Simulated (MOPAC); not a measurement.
MOPAC input (PM3):

```
PM3 PRECISE GNORM=0.05 LET XYZ GEO-OK AUX(PRECISION=9) THREADS=1
C2H6S

C     0.00157892 1    1.37890846 1   -0.51669082 1
S     0.00022170 1    0.00210942 1    0.66008152 1
C    -0.00192304 1   -1.38218263 1   -0.50786606 1
H     0.00294044 1    2.29930409 1    0.06551542 1
H     0.89298680 1    1.35708081 1   -1.14457101 1
H    -0.89029797 1    1.35934449 1   -1.14397930 1
H    -0.00289150 1   -2.29883840 1    0.08021161 1
H    -0.89375252 1   -1.36436649 1   -1.13527401 1
H     0.88953225 1   -1.36663016 1   -1.13586572 1
```

Output:

```
 *******************************************************************************
 **                                                                           **
 **                              MOPAC v23.2.5                                **
 **                                                                           **
 *******************************************************************************
 ** MOPAC's Digital Object Identifier: https://doi.org/10.5281/zenodo.6511958 **
 **                                                                           **
 ** Please cite the open-source release paper for use of this MOPAC version:  **
 ** J. E. Moussa and J. J. P. Stewart (2026)                                  **
 ** MOPAC: An open-source semiempirical molecular orbital program             **
 ** J. Open Source Softw., 11(119), 8025, https://doi.org/10.21105/joss.08025 **
 *******************************************************************************

                              PM3 CALCULATION RESULTS

 *******************************************************************************
 *  PM3        - The PM3 Hamiltonian to be used
 *  GEO-OK     - OVERRIDE INTERATOMIC DISTANCE AND OTHER SAFETY CHECKS
 *  LET        - OVERRIDE SOME SAFETY CHECKS
 *  PRECISE    - TIGHTER CRITERIA TO BE USED
 *  XYZ        - CARTESIAN COORDINATE SYSTEM TO BE USED
 *  GNORM      - EXIT WHEN GRADIENT NORM DROPS BELOW 0.050
 *  AUX        - OUTPUT AUXILIARY INFORMATION
 *******************************************************************************
PM3 PRECISE GNORM=0.05 LET XYZ GEO-OK AUX(PRECISION=9) THREADS=1
 C2H6S

   ATOM   CHEMICAL          X               Y               Z
  NUMBER   SYMBOL      (ANGSTROMS)     (ANGSTROMS)     (ANGSTROMS)

     1       C          0.00157892  *   1.37890846  *  -0.51669082  *
     2       S          0.00022170  *   0.00210942  *   0.66008152  *
     3       C         -0.00192304  *  -1.38218263  *  -0.50786606  *
     4       H          0.00294044  *   2.29930409  *   0.06551542  *
     5       H          0.89298680  *   1.35708081  *  -1.14457101  *
     6       H         -0.89029797  *   1.35934449  *  -1.14397930  *
     7       H         -0.00289150  *  -2.29883840  *   0.08021161  *
     8       H         -0.89375252  *  -1.36436649  *  -1.13527401  *
     9       H          0.88953225  *  -1.36663016  *  -1.13586572  *

          CARTESIAN COORDINATES

    NO.       ATOM           X           Y           Z

     1         C          0.0016      1.3789     -0.5167
     2         S          0.0002      0.0021      0.6601
     3         C         -0.0019     -1.3822     -0.5079
     4         H          0.0029      2.2993      0.0655
     5         H          0.8930      1.3571     -1.1446
     6         H         -0.8903      1.3593     -1.1440
     7         H         -0.0029     -2.2988      0.0802
     8         H         -0.8938     -1.3644     -1.1353
     9         H          0.8895     -1.3666     -1.1359

  H: (PM3): J. J. P. STEWART, J. COMP. CHEM. 10, 209 (1989).
  C: (PM3): J. J. P. STEWART, J. COMP. CHEM. 10, 209 (1989).
  S: (PM3): J. J. P. STEWART, J. COMP. CHEM. 10, 209 (1989).

           Empirical Formula: C2 H6 S  =     9 atoms

      MOLECULAR POINT GROUP   :   C2v

      RHF CALCULATION, NO. OF DOUBLY OCCUPIED LEVELS = 10

          Geometry optimization using EF

          DIAGONAL MATRIX USED AS START HESSIAN

 CYCLE:     1  GRAD.:    22.532 HEAT: -10.44125
 CYCLE:     2  GRAD.:   114.587 HEAT: -5.855425
 CYCLE:     3  GRAD.:     6.798 HEAT: -10.80810
 CYCLE:     4  GRAD.:    47.880 HEAT: -10.25393
 CYCLE:     5  GRAD.:     3.879 HEAT: -10.85269
 CYCLE:     6  GRAD.:     7.068 HEAT: -10.84977
 CYCLE:     7  GRAD.:     2.120 HEAT: -10.90214
 CYCLE:     8  GRAD.:     2.296 HEAT: -10.94351
 CYCLE:     9  GRAD.:     2.671 HEAT: -10.97376
 CYCLE:    10  GRAD.:     0.650 HEAT: -10.98230
 CYCLE:    11  GRAD.:     1.457 HEAT: -10.98266
 CYCLE:    12  GRAD.:     2.461 HEAT: -10.98032
 CYCLE:    13  GRAD.:     0.177 HEAT: -10.98335
 CYCLE:    14  GRAD.:     0.648 HEAT: -10.98322
 CYCLE:    15  GRAD.:     0.103 HEAT: -10.98336
 CYCLE:    16  GRAD.:     0.065 HEAT: -10.98337
 CYCLE:    17  GRAD.:     0.050 HEAT: -10.98337

     GRADIENT =  0.04973 IS LESS THAN CUTOFF =  0.05000

 -------------------------------------------------------------------------------
 PM3 PRECISE GNORM=0.05 LET XYZ GEO-OK AUX(PRECISION=9) THREADS=1
 C2H6S

     GEOMETRY OPTIMISED USING EIGENVECTOR FOLLOWING (EF).
     SCF FIELD WAS ACHIEVED

                              PM3 CALCULATION
                                                       MOPAC v23.2.5 Linux

          FINAL HEAT OF FORMATION =        -10.98337 KCAL/MOL =     -45.95442 KJ/MOL

          COSMO AREA              =        102.17 SQUARE ANGSTROMS
          COSMO VOLUME            =         87.17 CUBIC ANGSTROMS

          GRADIENT NORM           =          0.04973          =       0.01658 PER ATOM
          IONIZATION POTENTIAL    =          8.881637 EV
          HOMO LUMO ENERGIES (EV) =         -8.882  0.457
          NO. OF FILLED LEVELS    =         10
          MOLECULAR WEIGHT        =         62.1294         POINT GROUP:  C2v

          MOLECULAR DIMENSIONS (Angstroms)

            Atom       Atom       Distance
            H     7    H     4     4.63709
            S     2    H     6     1.98227
            H     5    S     2     1.58177

          SCF CALCULATIONS        =         18

   ATOM   CHEMICAL          X               Y               Z
  NUMBER   SYMBOL      (ANGSTROMS)     (ANGSTROMS)     (ANGSTROMS)

     1       C          0.00161908  *   1.40315236  *  -0.50091901  *
     2       S          0.00021154  *   0.00201804  *   0.63043933  *
     3       C         -0.00195287  *  -1.40632372  *  -0.49195985  *
     4       H          0.00297690  *   2.31887697  *   0.10259749  *
     5       H          0.88492041  *   1.42807849  *  -1.14891971  *
     6       H         -0.88206489  *   1.43031996  *  -1.14833842  *
     7       H         -0.00290012  *  -2.31818997  *   0.11743423  *
     8       H         -0.88567630  *  -1.43539449  *  -1.13915989  *
     9       H          0.88128315  *  -1.43763616  *  -1.13975216  *

                             CARTESIAN COORDINATES

   1    C        0.001619080     1.403152358    -0.500919007
   2    S        0.000211543     0.002018040     0.630439329
   3    C       -0.001952874    -1.406323718    -0.491959849
   4    H        0.002976896     2.318876967     0.102597493
   5    H        0.884920407     1.428078491    -1.148919715
   6    H       -0.882064891     1.430319964    -1.148338422
   7    H       -0.002900123    -2.318189969     0.117434229
   8    H       -0.885676298    -1.435394488    -1.139159891
   9    H        0.881283149    -1.437636156    -1.139752158

           Empirical Formula: C2 H6 S  =     9 atoms

      MOLECULAR POINT GROUP   :   C2v

                  EIGENVALUES
 -33.74665 -28.91847 -21.20224 -15.40325 -15.15036 -15.09506 -14.06772 -12.98369
 -11.41122  -8.88164   0.45688   1.02402   3.69105   3.76116   3.76669   3.77519
   3.80131   3.88895

              NET ATOMIC CHARGES AND DIPOLE CONTRIBUTIONS

  ATOM NO.   TYPE          CHARGE      No. of ELECS.   s-Pop       p-Pop
    1          C          -0.202437        4.2024     1.14838     3.05406
    2          S          -0.013091        6.0131     1.90248     4.11061
    3          C          -0.202428        4.2024     1.14837     3.05405
    4          H           0.083788        0.9162     0.91621
    5          H           0.062595        0.9374     0.93740
    6          H           0.062596        0.9374     0.93740
    7          H           0.083787        0.9162     0.91621
    8          H           0.062595        0.9374     0.93741
    9          H           0.062595        0.9374     0.93741
 DIPOLE           X         Y         Z       TOTAL
 POINT-CHG.    -0.000    -0.001    -0.362     0.362
 HYBRID        -0.001    -0.005    -1.600     1.600
 SUM           -0.001    -0.006    -1.961     1.961

          ATOMIC ORBITAL ELECTRON POPULATIONS

     Atom    s        px        py        pz
    1  C   1.14838   1.04498   0.99471   1.01438
    2  S   1.90248   1.98344   0.96756   1.15961
    3  C   1.14837   1.04497   0.99401   1.01507
    4  H   0.91621
    5  H   0.93740
    6  H   0.93740
    7  H   0.91621
    8  H   0.93741
    9  H   0.93741

 **********************
 *                    *
 * JOB ENDED NORMALLY *
 *                    *
 **********************

 == MOPAC DONE ==
```
